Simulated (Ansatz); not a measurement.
# AlP: the cost of one run

Method: def2-QZVPP, core rule «outside noble gas», up to 10 orbitals frozen; program: Ansatz 0.2.0, Gaussian basis.

Plan: UHF; ROHF; CCSD(T) on UHF.

2 further runs of the same task are left out: 2 set aside as unsound or not needed.

### Step 1. The system

The geometry is a PBE0/def2-TZVP stationary point (not a proven minimum) of the parent state, kept for this charge and spin.

2 atoms, charge 0, spin multiplicity 3.

Atoms are counted from 1 here; the program's logs count them from 0.

Bond lengths: Al1–P2 2.073 Å.

### Step 2. UHF

File in.yaml:

```yaml
crystal:
  periodic: [false, false, false]
  atoms:
    - {symbol: Al, position_ang: [0.000000, 0.000000, 0.000000]}
    - {symbol: P, position_ang: [0.000000, 0.000000, 2.072600]}
basis:
  gaussian: {orbitals: "def2-QZVPP.json"}
magnetization: {spin_polarized: true, initial_magnetization: 2}
hamiltonian: {xc: hf}
output: {orbitals: {seedname: orbitals}}
```

On the command line:

```sh
$ ansatz run in.yaml --threads 1 --pin off --events-out ev --progress --plain --max-ram 4096MiB --backend cpu
```

What time and memory should one allow on 1 thread of AMD EPYC 7R13, shared host?

About 15 s, with a peak of 0.35 GiB.
